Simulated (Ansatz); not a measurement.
## Ansatz (development build ahead of 0.2.0) run

```yaml
crystal:
  periodic: [false, false, false]
  atoms:
    - { symbol: C, position_ang: [-0.16708, 0.62642, 0.33853] }
    - { symbol: C, position_ang: [0.15708, -0.63532, -0.33907] }
    - { symbol: H, position_ang: [-0.76671, 0.64175, 1.24214] }
    - { symbol: H, position_ang: [0.20878, 1.57607, -0.02604] }
    - { symbol: H, position_ang: [1.03372, -1.2119, -0.06402] }
    - { symbol: H, position_ang: [-0.4916, -1.04563, -1.10545] }
basis:
  gaussian: { orbitals: def2-SVP }
magnetization:
  spin_polarized: true
  initial_magnetization: 2
hamiltonian:
  xc: hf
output:
  forces: true
```

The input is written out in the form of the current development build from the run's settings.

Results

```
Converged                       : yes
Total energy                    : -77.91029 hartree
Spin squared of the determinant : 2.013
Stability test                  : minimum
```

Forces (eV/Å):
```csv
atom,Fx,Fy,Fz
C1,-0.001,0.010,0.014
C2,-0.002,-0.007,0.001
H3,-0.002,-0.001,0.001
H4,-0.001,-0.003,-0.009
H5,-0.006,-0.001,-0.008
H6,0.011,0.003,0.001
```

Caution: another spin multiplicity may lie lower.
